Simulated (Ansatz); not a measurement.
C₈H₈, SMILES `C12C3C4C1C1C2C3C41`, relaxed with RKS PBE-D4/def2-SVP in the Gaussian-basis code of Ansatz from a rough embedded geometry. The force threshold is 0.03 eV/Å; the program also tests the step.

Charge 0, multiplicity 1.

Start:

```xyz
16

C     0.520    0.746   -0.974
C    -0.335   -0.502   -1.200
C     0.491   -1.205   -0.157
C     1.390    0.083    0.114
C     0.332    0.506    1.161
C    -0.529    1.229    0.128
C    -1.303   -0.075   -0.096
C    -0.440   -0.772    0.967
H     0.844    1.419   -1.708
H    -0.604   -0.921   -2.144
H     0.930   -2.218   -0.230
H     2.411    0.130    0.192
H     0.545    0.940    2.135
H    -0.982    2.205    0.237
H    -2.405   -0.148   -0.195
H    -0.864   -1.416    1.769
```

**Question.** How much energy does the relaxation release, and in how many steps? (An estimate is asked.)

**Answer.** The calculation gave: 59.76 kJ/mol, in 3 steps.

**Question.** Which bonds change most? (An estimate is asked.)

**Answer.** The calculation gave: C4–H12 from 1.025 to 1.106 Å; C2–C3 from 1.505 to 1.571 Å; C5–C8 from 1.507 to 1.571 Å; C1–H9 from 1.048 to 1.106 Å.

**Question.** Give the relaxed structure. (Best estimate.)

**Answer.** The calculation gave: 
```xyz
16

C     0.486    0.802   -0.985
C    -0.332   -0.519   -1.213
C     0.536   -1.244   -0.123
C     1.354    0.077    0.105
C     0.332    0.519    1.213
C    -0.536    1.244    0.123
C    -1.354   -0.077   -0.105
C    -0.486   -0.802    0.985
H     0.881    1.455   -1.786
H    -0.602   -0.941   -2.199
H     0.971   -2.256   -0.223
H     2.455    0.140    0.190
H     0.602    0.941    2.199
H    -0.972    2.256    0.223
H    -2.455   -0.140   -0.190
H    -0.881   -1.455    1.786
```
